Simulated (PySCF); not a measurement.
**SiH2O2 (SMILES O[Si]O) at 6 levels**

We compute a comparison of 6 runs (B2PLYP/STO-6G, SVWN5/STO-6G, wB97X-V/STO-6G, CCSDT/STO-6G, CISD/STO-6G, FCI/STO-6G) of SiH2O2. Input form: a Python script.

The calculation is run with PySCF 2.14.0.

4 further runs of the same task are left out: 1 that didn't finish, 3 set aside as unsound or not needed.

## (1) The system as given

The species is SiH2O2 (5 atoms), meant as a singlet with charge 0. SMILES: `O[Si]O`. The O3–H5 distance was set to 2.112 Å, away from the relaxed value. At this shape a bond of the SMILES string is far longer than usual.

Bond lengths: O1–Si2 1.642 Å, Si2–O3 1.663 Å, O1–H4 0.964 Å. Angles: O1–Si2–O3 99.4°, Si2–O1–H4 117.5°.

## (2) A single-point energy at B2PLYP/STO-6G (run 1)

Input file input.py:

```python
from pyscf import gto, dft, mp

mol = gto.M(
    atom=[
    ('O', (-2.481289, 0.135113, -0.712747)),
    ('Si', (-1.250089, -0.550587, 0.129953)),
    ('O', (-0.002089, 0.428213, -0.369147)),
    ('H', (-2.269989, 0.889613, -1.273847)),
    ('H', (1.901100, -0.013100, 0.433400)),
],
    spin=0,
    max_memory=1860,
    verbose=3,
    charge=0,
    basis='sto-6g',
)

mf = dft.RKS(mol)
mf.xc = '0.53*HF + 0.47*B88, 0.73*LYP'
mf.grids.level = 5
mf.conv_tol = 1e-10
mf.kernel()
if not mf.converged:
    mf = mf.newton().run(mf.mo_coeff, mf.mo_occ)

pt = mp.MP2(mf, frozen=7).run()
e_tot = mf.e_tot + 0.27 * pt.e_corr
print('PT2 part  %.8f' % (0.27 * pt.e_corr))
print('E(%s) = %.9f' % ('B2PLYP', e_tot))
```

Started as:

```console
$ OMP_NUM_THREADS=1 python input.py
```

The program printed:

```text
converged SCF energy = -438.760632605173
E(RMP2) = -439.107105640213  E_corr = -0.346473035040004
E(SCS-RMP2) = -439.133407841313  E_corr = -0.372775236139498
PT2 part  -0.09354772
E(B2PLYP) = -438.854180325
```

Run time: 4.2 s. Hardware: 1 thread of Arm Neoverse V2, shared host; peak memory 0.21 GiB.

## (3) The energy at SVWN5/STO-6G (run 2)

Input file calc.py:

```python
from pyscf import gto, dft

system = gto.M(
    atom='''
O     -4.688957     0.255327    -1.346897
Si    -2.362326    -1.040459     0.245576
O     -0.003948     0.809205    -0.697587
H     -4.289658     1.681125    -2.407222
H      3.592558    -0.024755     0.819007
''',
    verbose=3,
    spin=0,
    basis='sto-6g',
    unit='bohr',
    max_memory=1860,
)

mf = dft.RKS(system)
mf.xc = 'svwn'
mf.conv_tol = 1e-10
mf.grids.level = 5
mf.kernel()
if not mf.converged:
    mf = mf.newton().run(mf.mo_coeff, mf.mo_occ)

energy = mf.e_tot
print('E(%s) = %.9f' % ('SVWN5', energy))
```

Started as:

```console
$ OMP_NUM_THREADS=1 python calc.py
```

The program printed:

```text
converged SCF energy = -436.896901702943
E(SVWN5) = -436.896901703
```

Wall time 4.8 s (1 thread of Arm Neoverse V2, shared host); peak memory 0.15 GiB.

Runs 3 to 5 aren't shown in full; the table further down has their settings and results.

## (4) The energy at FCI/STO-6G (run 6)

Input file calc.py:

```python
from pyscf import gto, mcscf

mol = gto.M(
    atom='''
O       -2.481289       0.135113      -0.712747
Si      -1.250089      -0.550587       0.129953
O       -0.002089       0.428213      -0.369147
H       -2.269989       0.889613      -1.273847
H        1.901100      -0.013100       0.433400
''',
    charge=0,
    basis='sto-6g',
    verbose=4,
    max_memory=1860,
)

mf = mol.RHF()
mf.conv_tol = 1e-10
mf.kernel()
if not mf.converged:
    mf = mf.newton().run(mf.mo_coeff, mf.mo_occ)

cas = mcscf.CASCI(mf, mf.mo_coeff.shape[-1] - 7, (mol.nelec[0] - 7, mol.nelec[1] - 7))  # full CI above the frozen core
cas.fix_spin_(ss=0.0)
cas.kernel()
e_final = cas.e_tot
print('E(%s) = %.9f' % ('FCI', e_final))
```

Started as:

```console
$ OMP_NUM_THREADS=1 python calc.py
```

The program printed:

```text
PySCF version 2.14.0

[... 65 lines left out ...]
converged SCF energy = -437.842555306458
[... 1 line left out ...]
******** <class 'pyscf.mcscf.casci.CASCI'> ********
CAS (9e+9e, 14o), ncore = 7, nvir = 0
natorb = False
canonicalization = True
sorting_mo_energy = False
******** <class 'pyscf.fci.addons.SpinPenaltyFCISolver'> ********
max. cycles = 200
conv_tol = 1e-08
davidson only = True
linear dependence = 1e-12
level shift = 0.001
max iter space = 12
nroots = 1
pspace_size = 400
spin = None
Density matrix diagonal elements [1.99253074 1.99361857 1.97529421 1.97365539 1.95863282 1.95710774
 1.96512282 1.80719544 1.47792567 0.69736928 0.09375439 0.03787622
 0.04081775 0.02909896]
CASCI converged
CASCI E = -438.153608032052  E(CI) = -67.1545989836371  S^2 = 0.0000000
E(FCI) = -438.153608032
```

Run time: 4.8 min. Hardware: 1 thread of Arm Neoverse V2, shared host; peak memory 0.99 GiB.

## (5) The series

| run | level | frozen core orbitals | nlc grid | energy (Eh) | dipole moment (D) of the reference | HOMO energy (eV) | LUMO energy (eV) | wall time |
| --- | --- | --- | --- | --- | --- | --- | --- | --- |
| 1 | B2PLYP/STO-6G | 7 | – | -438.854180 | 0.46 | -4.43 | 0.23 | 4.2 s |
| 2 | SVWN5/STO-6G | – | – | -436.896902 | 0.88 | -1.93 | -1.72 | 4.8 s |
| 3 | wB97X-V/STO-6G | – | 1 | -439.076377 | 0.71 | -5.60 | 0.95 | 30 s |
| 4 | CCSDT/STO-6G | 7 | – | -438.152062 | 0.16 | -6.02 | 2.88 | 2.4 s |
| 5 | CISD/STO-6G | 7 | – | -438.102289 | 0.16 | -6.02 | 2.88 | 0.8 s |
| 6 | FCI/STO-6G | 7 | – | -438.153608 | 0.16 | -6.02 | 2.88 | 4.8 min |

## (6) Summary of results

```
                                          quantity          value
                               run 6: total energy  -438.15361 Eh
       run 6: dipole moment (Hartree–Fock density)         0.16 D
        run 6: HOMO energy (Hartree–Fock orbitals)       -6.02 eV
        run 6: LUMO energy (Hartree–Fock orbitals)        2.88 eV
      run 6: HOMO–LUMO gap (Hartree–Fock orbitals)        8.90 eV
run 6: correlation energy (7 core orbitals frozen)     -311.1 mEh
```

Against full CI in this basis: CCSDT +1.5 mEh; CISD +51.3 mEh. Over runs 1, 2, 3 the dipole moment (its size) runs from 0.46 D (B2PLYP/STO-6G) to 0.88 D (SVWN5/STO-6G). A double hybrid's value is that of its SCF part. Over runs 1, 2, 3 the HOMO–LUMO gap runs from 0.22 eV (SVWN5/STO-6G) to 6.55 eV (wB97X-V/STO-6G). Totals of different functionals can't be ranked against each other. In runs 1, 2, 3, 4, 5, 6 the basis is minimal, so the values are rough. In runs 1, 2, 3, 5 a closed-shell determinant meets a far-stretched bond, which it describes badly. All runs together took 5.5 min, the longest 4.8 min.
